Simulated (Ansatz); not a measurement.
**How far each method lies from RCCSDT(Q) for H3Ge–NH2, singlet**

Geometry: displaced at random from a stationary point.

```yaml
atoms:
  - { symbol: Ge, position_ang: [0.0194, 0.0030, 0.3141] }
  - { symbol: N, position_ang: [-0.0422, 0.0114, -1.5149] }
  - { symbol: H, position_ang: [0.6512, -1.2873, 0.8048] }
  - { symbol: H, position_ang: [0.7343, 1.1899, 0.8230] }
  - { symbol: H, position_ang: [-1.5312, -0.0955, 0.7939] }
  - { symbol: H, position_ang: [-0.2639, -0.8933, -2.0172] }
  - { symbol: H, position_ang: [-0.4020, 0.7132, -1.9871] }
```

Basis cc-pVDZ; Ansatz 0.2.0. Only valence electrons are correlated (noble-gas cores and the filled d shells of p-block atoms frozen), which leaves 14 electrons in 51 orbitals. Prefix R: restricted or restricted open-shell reference. Active spaces: frontier = (8e, 8o) about the gap. No spin–orbit coupling is included, and no scalar relativity.

Full CI isn't at hand for all of this; RCCSDT(Q) serves as the reference, and is uncertain by about the last step of the cluster series.

```
UHF ⟨S²⟩                          : 0.000
T1 diagnostic (RCCSD)             : 0.0097
largest doubles amplitude (RCCSD) : 0.029
```

```json
{"level": "RMP2", "E − E(RHF) (eV)": "-7.5757"}
{"level": "RCCSD", "E − E(RHF) (eV)": "-8.5022"}
{"level": "RCCSD(T)", "E − E(RHF) (eV)": "-8.6859"}
```

Question: Estimate how far RCCSDT(Q) in cc-pVDZ lies from RCCSD(T). The table doesn't fix it; the size of (T) and the diagnostics are the guide.

Answer: RCCSDT(Q) in cc-pVDZ lies 1.23 mEh below RCCSD(T), which is 18 % of the (T) step (-6.75 mEh). The diagnostics are small and one determinant leads, so the series closes fast and only a small part of (T) is left.

The other levels:

```tsv
level	E − E(RCCSDT(Q)) (mEh)	share of correlation (%)	wall time
BCCD(T)	1.20	99.63	1.6 s
RCCSDT	0.55	99.83	–
CASSCF (frontier space)	213.04	33.52	–
MRCISD (frontier space)	16.60	94.82	–
MRCISD+Q (frontier space)	0.80	99.75	27 s
```

The correlation energy at RCCSDT(Q), counted from RHF, is -8.719 eV. That run took 56 s on 1 thread of Arm Neoverse V1, shared host.

Times hold each run's SCF and search for its determinant on a shared host, so for small cases they say little of a method's own cost; they ran on 1 thread of Arm Neoverse V1.
